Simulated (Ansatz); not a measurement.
# CH₆BN (built from SMILES CBN): search for a transition state

Is there a first-order saddle for this 1,2-elimination, which should form N2–H4 and break B1–N2, C3–H4, and which two structures does it connect?

Computed with Ansatz 0.2.0, Gaussian basis. Level: PBE0-D4, def2-SVP first, then def2-TZVP.

114 further runs of the same task are left out: 114 set aside as unsound or not needed.

### 1 Where the work starts

The guess: 9 atoms, charge 0, spin multiplicity 1.

Atoms are counted from 1 here; the program's logs count them from 0.

Bond lengths: B1–C3 1.461 Å, B1–H5 1.160 Å, N2–H6 1.010 Å, N2–H7 1.008 Å, C3–H8 1.085 Å, C3–H9 1.084 Å. Angles: C3–B1–H5 139.7°, H6–N2–H7 109.6°, B1–C3–H8 122.5°, B1–C3–H9 125.1°, H8–C3–H9 109.3°.

Coordinates:

```xyz
9
CH6BN
B    -0.6466    0.4330   -0.3372
N     0.5374    0.5310    1.0173
C    -0.1212   -0.7934   -0.9318
H     0.2242   -0.6350    0.4154
H    -1.6473    1.0108   -0.2398
H     1.3589    1.0957    0.8576
H     0.1018    0.8065    1.8838
H    -0.7328   -1.4601   -1.5313
H     0.9257   -0.9886   -1.1340
```

Distances that are to change: N2–H4 1.35 Å, B1–N2 1.80 Å, C3–H4 1.40 Å.

### 2 Relaxing the guess with the reacting distances held

The input, hold/in.yaml:

```yaml
crystal:
  periodic: [false, false, false]
  atoms:
    - {symbol: B, position_ang: [-0.646600, 0.433000, -0.337200]}
    - {symbol: N, position_ang: [0.537400, 0.531000, 1.017300]}
    - {symbol: C, position_ang: [-0.121200, -0.793400, -0.931800]}
    - {symbol: H, position_ang: [0.224200, -0.635000, 0.415400]}
    - {symbol: H, position_ang: [-1.647300, 1.010800, -0.239800]}
    - {symbol: H, position_ang: [1.358900, 1.095700, 0.857600]}
    - {symbol: H, position_ang: [0.101800, 0.806500, 1.883800]}
    - {symbol: H, position_ang: [-0.732800, -1.460100, -1.531300]}
    - {symbol: H, position_ang: [0.925700, -0.988600, -1.134000]}
basis:
  gaussian: {orbitals: def2-SVP}
hamiltonian: {xc: pbe0, dispersion: d4}
relax: {f_tol: 0.08, max_steps: 120, escape_saddle: false, constraints: [{distance: [1, 3]}, {distance: [0, 1]}, {distance: [2, 3]}]}
```

Started as:

```bash
> ansatz run in.yaml --threads 2 --pin off --events-out ev --progress --plain --max-ram 4352MiB
```

Further steps of the session: Force constants to start from; Saddle search in the small basis; Saddle search in triple zeta; Vibrations at the point found; Relaxing after a step of 0.30 Å one way along the mode; Relaxing after a step of 0.30 Å the other way along the mode.

What does the calculation give? Wanted: imaginary mode; barrier from the start side; barrier from the end side; energy of the step; pairs that change; zero-point energy at the saddle.

As calculated:

| quantity | value |
| --- | --- |
| imaginary mode | 1673i cm⁻¹ |
| barrier from the start side | 75.6 kcal/mol |
| barrier from the end side | 26.8 kcal/mol |
| energy of the step | +48.8 kcal/mol |
| pairs that change | N2–H4 formed, B1–N2 loosened, C3–H4 broken |
| zero-point energy at the saddle | 1.937 eV |

What this shows: The point has a single imaginary mode (1673i cm⁻¹), as a transition state must. Going downhill both ways gives the intended start and end. A bond meant to break is only loosened at the end: the products stay bound as an adduct. At PBE0-D4/def2-TZVP the electronic barrier is 75.6 kcal/mol, about 128 kT at 298 K, and the step runs 48.8 kcal/mol uphill. The barrier is thin enough for tunnelling; the leading (Wigner) term alone is a factor of 3.7 at 298 K. Lower complexes than these ends may exist.
